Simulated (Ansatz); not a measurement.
Ansatz (a quantum-chemistry and plane-wave program) input for isobutane (C₄H₁₀), SMILES CC(C)C, B3LYP-D3(BJ)/def2-SVP. 

Ansatz 0.2 input:
```yaml
crystal:
  periodic: [false, false, false]
  atoms:
    - {symbol: C, position_ang: [-1.25377783, 0.72386897, -0.09945837]}
    - {symbol: C, position_ang: [0.00000000, 0.00000000, 0.38489512]}
    - {symbol: C, position_ang: [1.25377784, 0.72386897, -0.09945837]}
    - {symbol: C, position_ang: [-0.00000000, -1.44773794, -0.09945837]}
    - {symbol: H, position_ang: [-1.26759663, 1.75037199, 0.26020935]}
    - {symbol: H, position_ang: [-1.28362899, 0.74110354, -1.18711836]}
    - {symbol: H, position_ang: [-2.14966492, 0.22258489, 0.26020935]}
    - {symbol: H, position_ang: [0.00000000, 0.00000000, 1.48097888]}
    - {symbol: H, position_ang: [1.26759663, 1.75037198, 0.26020935]}
    - {symbol: H, position_ang: [1.28362899, 0.74110354, -1.18711836]}
    - {symbol: H, position_ang: [2.14966492, 0.22258490, 0.26020935]}
    - {symbol: H, position_ang: [0.88206829, -1.97295688, 0.26020935]}
    - {symbol: H, position_ang: [-0.88206829, -1.97295687, 0.26020936]}
    - {symbol: H, position_ang: [-0.00000000, -1.48220708, -1.18711836]}
basis:
  gaussian:
    orbitals: def2-SVP
hamiltonian:
  xc: b3lyp
  dispersion: d3bj
relax: {f_tol: 0.002, max_steps: 200}
```

Output:

```
WARN ansatz: RAYON_NUM_THREADS=1 ignored (pool sized by the plan → 1); use --threads N
Functional definition: B3LYP
integrals: 0.07 GiB planned
1218 factors; integrals over basis functions are off by at most 3.5e-4 eV
mean field: 0.41 GiB planned
mean field evaluation 1: about -4298.3657 eV, gradient 6.3e1 eV
mean field evaluation 2: about -4292.9003 eV, gradient 7.7e1 eV
mean field evaluation 4: about -4308.6632 eV, gradient 2.8e0 eV
mean field evaluation 8: about -4308.6949 eV, gradient 6.8e-2 eV
mean field evaluation 16: about -4308.6949 eV, gradient 4.1e-5 eV
mean field -4308.69487575 eV, -158.3416161456 hartree, gradient 4.1e-5 eV, S^2 0.000000; 0 other end points of the search recorded, 0 dependent functions left out
the calculation of the forces begins
reference -4308.69508880 eV, -158.3416239749 hartree; 17, 17 occupied and 89, 89 virtual orbitals, 1218 factors
relax step   1: F+E_penalty+E_count = -4309.11991656 eV  Δ(F+E_penalty+E_count) = +0.000e0 eV  max|allowed force component| = 5.058e-1 eV/Å  Δτ_max = 0.0000 Å  (25 SCF iters, accepted)
these checks for a lower state are left out or cut short: starts, cluster_reference, orbital_swaps, neighbouring_geometries, increment
integrals: 0.07 GiB planned
1218 factors; integrals over basis functions are off by at most 3.6e-4 eV
mean field: 0.41 GiB planned
mean field -4308.74035790 eV, -158.3432875838 hartree, gradient 2.1e-5 eV, S^2 0.000000; 0 other end points of the search recorded, 0 dependent functions left out
the calculation of the forces begins
reference -4308.74057245 eV, -158.3432954684 hartree; 17, 17 occupied and 89, 89 virtual orbitals, 1218 factors
relax step   2: F+E_penalty+E_count = -4309.16122403 eV  Δ(F+E_penalty+E_count) = -4.131e-2 eV  max|allowed force component| = 1.860e-1 eV/Å  Δτ_max = 0.0306 Å  (27 SCF iters, accepted)
these checks for a lower state are left out or cut short: starts, cluster_reference, orbital_swaps, neighbouring_geometries, increment
integrals: 0.07 GiB planned
1218 factors; integrals over basis functions are off by at most 3.7e-4 eV
mean field: 0.41 GiB planned
mean field evaluation 32: about -4308.7445 eV, gradient 2.3e-5 eV
mean field -4308.74446593 eV, -158.3434385511 hartree, gradient 2.3e-5 eV, S^2 0.000000; 0 other end points of the search recorded, 0 dependent functions left out
the calculation of the forces begins
reference -4308.74468061 eV, -158.3434464405 hartree; 17, 17 occupied and 89, 89 virtual orbitals, 1218 factors
relax step   3: F+E_penalty+E_count = -4309.16465426 eV  Δ(F+E_penalty+E_count) = -3.430e-3 eV  max|allowed force component| = 5.642e-2 eV/Å  Δτ_max = 0.0090 Å  (27 SCF iters, accepted)
these checks for a lower state are left out or cut short: starts, cluster_reference, orbital_swaps, neighbouring_geometries, increment
integrals: 0.07 GiB planned
1218 factors; integrals over basis functions are off by at most 3.7e-4 eV
mean field: 0.41 GiB planned
mean field -4308.74460243 eV, -158.3434435673 hartree, gradient 6.6e-5 eV, S^2 0.000000; 0 other end points of the search recorded, 0 dependent functions left out
the calculation of the forces begins
reference -4308.74481714 eV, -158.3434514576 hartree; 17, 17 occupied and 89, 89 virtual orbitals, 1218 factors
relax step   4: F+E_penalty+E_count = -4309.16475362 eV  Δ(F+E_penalty+E_count) = -9.935e-5 eV  max|allowed force component| = 9.516e-3 eV/Å  Δτ_max = 0.0024 Å  (19 SCF iters, accepted)
these checks for a lower state are left out or cut short: starts, cluster_reference, orbital_swaps, neighbouring_geometries, increment
integrals: 0.07 GiB planned
1218 factors; integrals over basis functions are off by at most 3.7e-4 eV
mean field: 0.41 GiB planned
mean field -4308.74455768 eV, -158.3434419226 hartree, gradient 2.1e-5 eV, S^2 0.000000; 0 other end points of the search recorded, 0 dependent functions left out
the calculation of the forces begins
reference -4308.74477236 eV, -158.3434498122 hartree; 17, 17 occupied and 89, 89 virtual orbitals, 1218 factors
relax step   5: F+E_penalty+E_count = -4309.16475855 eV  Δ(F+E_penalty+E_count) = -4.933e-6 eV  max|allowed force component| = 1.118e-3 eV/Å  Δτ_max = 0.0003 Å  (18 SCF iters, accepted)
integrals: 0.07 GiB planned
1218 factors; integrals over basis functions are off by at most 3.7e-4 eV
mean field: 0.41 GiB planned
mean field -4308.74455768 eV, -158.3434419226 hartree, gradient 2.1e-5 eV, S^2 0.000000; 1 other end points of the search recorded, 0 dependent functions left out
the calculation of the forces begins
reference -4308.74477236 eV, -158.3434498122 hartree; 17, 17 occupied and 89, 89 virtual orbitals, 1218 factors
Total energy: -4309.16497324 eV, -158.3588919095 hartree
Atom 0 at    -1.263710     0.729607    -0.095360 Å, force    -0.000053     0.000021     0.000151 eV/Å
Atom 1 at    -0.000000    -0.000006     0.371252 Å, force    -0.000000     0.000010     0.001118 eV/Å
Atom 2 at     1.263710     0.729607    -0.095360 Å, force     0.000053     0.000021     0.000151 eV/Å
Atom 3 at     0.000000    -1.459222    -0.095360 Å, force     0.000000    -0.000058     0.000148 eV/Å
Atom 4 at    -1.285215     1.770439     0.266274 Å, force    -0.000076     0.000019    -0.000172 eV/Å
Atom 5 at    -1.313993     0.758620    -1.197685 Å, force     0.000007    -0.000007     0.000064 eV/Å
Atom 6 at    -2.175870     0.227869     0.266302 Å, force    -0.000056     0.000065    -0.000174 eV/Å
Atom 7 at     0.000000    -0.000008     1.477588 Å, force     0.000000    -0.000005    -0.000729 eV/Å
Atom 8 at     1.285215     1.770439     0.266274 Å, force     0.000076     0.000019    -0.000172 eV/Å
Atom 9 at     1.313993     0.758620    -1.197685 Å, force    -0.000007    -0.000007     0.000064 eV/Å
Atom 10 at     2.175870     0.227869     0.266302 Å, force     0.000056     0.000065    -0.000174 eV/Å
Atom 11 at     0.890620    -1.998288     0.266271 Å, force    -0.000032    -0.000081    -0.000168 eV/Å
Atom 12 at    -0.890620    -1.998288     0.266271 Å, force     0.000032    -0.000081    -0.000168 eV/Å
Atom 13 at     0.000000    -1.517261    -1.197682 Å, force    -0.000000     0.000018     0.000060 eV/Å
Dipole moment:     0.000000     0.000007     0.019954 e Å
```

Self-consistency was reached.

Cost: around 16 core-seconds (rough).
